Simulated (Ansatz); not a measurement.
**CH₄OSi: single points off equilibrium**

One table from this session's results is given with a row withheld; the runs are named, their logs left out.

Computed with Ansatz 0.2.0, Gaussian basis. Level: single points in def2-TZVPP.

Correlated methods freeze the cores.

### The starting structure

SMILES `C1O[SiH2]1`, 7 atoms, charge 0, spin multiplicity 1.

Atoms are counted from 1 here; the program's logs count them from 0.

Bond lengths: C1–O2 1.465 Å, C1–Si3 1.828 Å, C1–H4 1.119 Å, C1–H5 1.122 Å, O2–Si3 1.662 Å, Si3–H6 1.547 Å, Si3–H7 1.531 Å. Angles: O2–C1–Si3 59.4°, O2–C1–H4 111.6°, O2–C1–H5 116.4°, Si3–C1–H4 118.9°, Si3–C1–H5 130.4°, H4–C1–H5 108.4°, C1–O2–Si3 71.2°, C1–Si3–O2 49.3°, C1–Si3–H6 118.2°, C1–Si3–H7 118.0°, O2–Si3–H6 121.3°, O2–Si3–H7 115.5°, H6–Si3–H7 117.2°.

Geometry (Å):

| atom | x (Å) | y (Å) | z (Å) |
| --- | --- | --- | --- |
| C1 | -0.56227 | -0.25271 | -0.67866 |
| O2 | -0.02376 | -1.13751 | 0.35706 |
| Si3 | 0.55595 | 0.39958 | 0.61236 |
| H4 | -1.66511 | -0.10629 | -0.56225 |
| H5 | -0.35305 | -0.54387 | -1.74168 |
| H6 | -0.04415 | 1.31230 | 1.70801 |
| H7 | 2.02562 | 0.62020 | 0.24515 |

Set-up of the first run:

File run/in.yaml:

```yaml
crystal:
  periodic: [false, false, false]
  atoms:
    - {symbol: C, position_ang: [-0.562270, -0.252706, -0.678662]}
    - {symbol: O, position_ang: [-0.023760, -1.137510, 0.357058]}
    - {symbol: Si, position_ang: [0.555953, 0.399578, 0.612360]}
    - {symbol: H, position_ang: [-1.665106, -0.106285, -0.562252]}
    - {symbol: H, position_ang: [-0.353052, -0.543875, -1.741682]}
    - {symbol: H, position_ang: [-0.044152, 1.312304, 1.708006]}
    - {symbol: H, position_ang: [2.025619, 0.620200, 0.245148]}
basis:
  gaussian: {orbitals: def2-TZVPP}
hamiltonian: {xc: pbe, dispersion: d4}
output: {forces: true}
```

The run is started by

```
$ ansatz run in.yaml --threads 2 --pin off --events-out ev --progress --plain --max-ram 3481MiB
```

Steps of the session up to this table: PBE-D4/def2-TZVPP; r2SCAN-D4/def2-TZVPP; PBE0-D4/def2-TZVPP; wB97M-V/def2-TZVPP; CCSD(T)/def2-TZVPP.

One of the session's tables, all rows but one given; the rest of the session is left out.

| method | RMS force component (eV/Å) | angle to CCSD(T) forces (°) | dipole (D) |
| --- | --- | --- | --- |
| PBE-D4 | ? | ? | ? |
| r2SCAN-D4 | 0.612 | 6.1 | 1.57 |
| PBE0-D4 | 0.568 | 15.8 | 1.68 |
| wB97M-V | 0.644 | 10.5 | 1.76 |
| CCSD(T) | 0.694 | reference | 1.71 |

**Question.** Estimate the row for PBE-D4.

The run gave: RMS force component (eV/Å): 0.599; angle to CCSD(T) forces (°): 14.8; dipole (D): 1.48. In the column «RMS force component (eV/Å)» it lies between PBE0-D4 (0.568) and r2SCAN-D4 (0.612).

Limits of these values: CCSD(T) in triple zeta still lacks some correlation energy of the bonds, so part of these gaps is its own basis error and they don't rank the functionals.
